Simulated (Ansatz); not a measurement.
A made-up structure of CH$_{5}$OSi (charge +1), closed shell:

```csv
atom,x (Å),y (Å),z (Å)
C1,-0.6171,0.8308,-0.3568
Si2,0.7299,-0.2268,0.2283
O3,0.5947,-1.7534,0.5864
H4,-1.5660,0.3016,-0.4541
H5,-0.3318,1.2612,-1.3253
H6,1.3399,-2.3740,0.6034
H7,2.1070,0.2350,0.4333
H8,-0.1844,-2.3198,0.5484
```

It is relaxed with PBE-D4/def2-SVP and then PBE0-D4/def2-TZVP (Ansatz 0.2.0). Atoms count as bonded within 1.22 times the sum of their covalent radii (H–H: 0.88 Å). The end point is not checked to be a true minimum.

Does its bonding change? (Judge from chemistry; the calculation decides.)

By the calculation: No: no bond forms or breaks.

Where it ends: The first stage lowers the energy by 1.85 eV in 9 steps. It ends as CH₅OSi ([CH2][SiH][OH2]), total charge +1:
```csv
atom,x (Å),y (Å),z (Å)
C1,-0.5646,0.5983,-0.5781
Si2,0.8242,-0.0922,0.0435
O3,0.5918,-1.7844,0.6363
H4,-1.5257,0.1048,-0.6609
H5,-0.5205,1.6288,-0.9178
H6,1.3056,-2.4296,0.7614
H7,2.2443,0.1339,0.3162
H8,-0.2829,-2.2050,0.6629
```

Labels in which every atom is bracketed show which atoms are joined, not bond orders.

For scale, one of the runs: PBE0-D4/def2-TZVP relaxation, 129 basis functions, launched by `ansatz run in.yaml --threads 2 --pin off --events-out ev --progress --plain --max-ram 4352MiB`. Hardware: 2 CPU threads of an Arm Neoverse V2, shared host. Wall time about 20 s.
